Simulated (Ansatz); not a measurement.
Reaction (SMILES): ClCCl → Cl[CH]Cl + H atom
B3LYP-D3(BJ)/def2-TZVP geometries, fixed; electronic energies without zero-point terms.

Basis-set convergence of the bond dissociation energy at PBE0 with Ansatz (a quantum-chemistry and plane-wave program). Cartesian d functions, on some or all atoms, in 6-31G*; all else is spherical. The program fits the integrals of some runs and decomposes those of others, by size. Open shells are unrestricted. No added dispersion term, no relativity. Functions are those of the species that has most. Reference: the value in aug-pcseg-3, 97.76 kcal/mol, itself unsure by roughly 0.04 kcal/mol (its mean distance from aug-cc-pV(Q+d)Z, cc-pV(5+d)Z, def2-QZVPPD). Deviations are taken from unrounded values.

```json
[
 {"basis": "3-21G", "functions": "39", "bond dissociation energy (kcal/mol)": "110.33", "minus reference (kcal/mol)": "12.57"},
 {"basis": "6-31G", "functions": "39", "bond dissociation energy (kcal/mol)": "106.35", "minus reference (kcal/mol)": "8.59"},
 {"basis": "6-31G*", "functions": "57", "bond dissociation energy (kcal/mol)": "99.83", "minus reference (kcal/mol)": "2.07"},
 {"basis": "cc-pV(D+d)Z", "functions": "70", "bond dissociation energy (kcal/mol)": "96.97", "minus reference (kcal/mol)": "-0.79"},
 {"basis": "def2-SVPD", "functions": "90", "bond dissociation energy (kcal/mol)": "99.19", "minus reference (kcal/mol)": "1.43"},
 {"basis": "aug-cc-pV(D+d)Z", "functions": "105", "bond dissociation energy (kcal/mol)": "97.61", "minus reference (kcal/mol)": "-0.15"},
 {"basis": "pcseg-2", "functions": "126", "bond dissociation energy (kcal/mol)": "98.24", "minus reference (kcal/mol)": "0.48"},
 {"basis": "cc-pV(T+d)Z", "functions": "136", "bond dissociation energy (kcal/mol)": "97.88", "minus reference (kcal/mol)": "0.12"},
 {"basis": "def2-TZVPD", "functions": "147", "bond dissociation energy (kcal/mol)": "97.70", "minus reference (kcal/mol)": "-0.06"},
 {"basis": "def2-TZVPPD", "functions": "173", "bond dissociation energy (kcal/mol)": "97.91", "minus reference (kcal/mol)": "0.16"},
 {"basis": "pcseg-3", "functions": "254", "bond dissociation energy (kcal/mol)": "97.79", "minus reference (kcal/mol)": "0.03"},
 {"basis": "def2-QZVPPD", "functions": "287", "bond dissociation energy (kcal/mol)": "97.79", "minus reference (kcal/mol)": "0.03"},
 {"basis": "aug-pcseg-3", "functions": "361", "bond dissociation energy (kcal/mol)": "97.76", "minus reference (kcal/mol)": "0.00"}
]
```
